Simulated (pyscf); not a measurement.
**Four-centre exchange: H₂N–AlH₂ (SMILES [NH2][AlH2]) + H₂ (SMILES [H][H]) → H₂N–AlH₂ (SMILES [NH2][AlH2]) + H₂ (SMILES [H][H])**

Gas phase, singlet surface, charge 0. Bonds broken: Al2–H5, H7–H8. Bonds formed: Al2–H7, H5–H8. Optimised with ωB97X-D3(BJ)/def2-SVP in PySCF.

Transition state (Å):

```xyz
8

N     -1.8533    -0.7802     0.0334
Al    -0.6116     0.4654    -0.2612
H     -1.7734    -1.5287     0.7123
H     -2.7131    -0.8841    -0.4937
H      0.9728    -0.2011     0.0779
H     -0.5833     1.9942     0.1064
H      0.2000     0.3085    -1.7939
H      0.8264    -0.0477    -0.9644
```

One imaginary mode, 1344i cm⁻¹; descent along it reached the two sides named.

| bond | change | reactant side (Å) | saddle | product side |
|---|---|---|---|---|
| Al2–H5 | breaks | 1.585 | 1.752 | 2.6 |
| H7–H8 | breaks | 0.763 | 1.099 | 2.7 |
| Al2–H7 | forms | 2.600 | 1.741 | 1.585 |
| H5–H8 | forms | 2.8 | 1.064 | 0.762 |

Electronic energies relative to the separated reactants (eV):

```
level                   barrier  reaction energy  reverse barrier
----------------------  -------  ---------------  ---------------
ωB97X-D3(BJ)/def2-TZVP     1.27             0.00             1.27
PBE/def2-TZVP              1.04             0.00             1.04
r²SCAN/def2-TZVP           1.07             0.00             1.07
B3LYP-D3(BJ)/def2-TZVP     1.24             0.00             1.24
PBE0-D3(BJ)/def2-TZVP      1.09             0.00             1.09
M06-2X/def2-TZVP           1.33             0.00             1.33
ωB97M-D3(BJ)/def2-TZVP     1.28             0.00             1.28
HF/def2-TZVP               1.79             0.00             1.79
```

With ωB97M-D3(BJ)/def2-TZVP energies and thermal terms (ideal gas, 1 atm, RRHO with modes under 100 cm⁻¹ raised to 100, one conformer, R ln 2 for chiral ones without a mode under 150 cm⁻¹), in eV:

```json
[
 {"T (K)": "298", "ΔH‡": "1.32", "ΔG‡": "1.63", "ΔH": "0.00", "ΔG": "0.00"},
 {"T (K)": "600", "ΔH‡": "1.28", "ΔG‡": "1.96", "ΔH": "0.00", "ΔG": "0.00"},
 {"T (K)": "900", "ΔH‡": "1.27", "ΔG‡": "2.31", "ΔH": "0.00", "ΔG": "0.00"},
 {"T (K)": "1200", "ΔH‡": "1.27", "ΔG‡": "2.66", "ΔH": "0.00", "ΔG": "0.00"}
]
```

At the saddle there is also a short Al–H contact that neither side keeps. The same reactants have a lower exit, to NH₃ + AlH₃ (barrier +0.90 eV at ωB97M-D3(BJ)/def2-TZVP, against +1.28 eV here). This is the saddle that the search found; another between the same sides may lie lower.
